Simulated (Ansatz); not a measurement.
Basis-set extrapolation for `C=CCOCF` (PBE0-D4/def2-TZVP geometry, frozen core, Ansatz 0.2.0). Multiplicity 1, RHF reference.

```json
{"": "HF", "def2-TZVPP": "-329.949472", "def2-QZVPP": "-329.964448"}
{"": "MP2 correlation", "def2-TZVPP": "-1.144964", "def2-QZVPP": "-1.230784"}
{"": "CCSD(T) correlation", "def2-TZVPP": "-1.230181", "def2-QZVPP": "not run"}
```

Energies in hartree. Use E(X) = E(∞) + A·exp(−7.88·√X) for Hartree–Fock and E(X) = E(∞) + B·X^(−2.97) for correlation, with X = 3 and 4, and add CCSD(T) minus MP2 of the smaller set to the MP2 limit.

Problem. What is the CCSD(T) energy at the basis-set limit?

Solution. HF limit: -329.964448 + (-0.014976) × 0.13774 = -329.96651. MP2 limit: -1.230784 + (-0.085820) × 0.74074 = -1.29435. Higher-order term: -1.230181 − (-1.144964) = -0.08522. Total: -331.34608 hartree, 104.4 kcal/mol below CCSD(T)/def2-TZVPP.
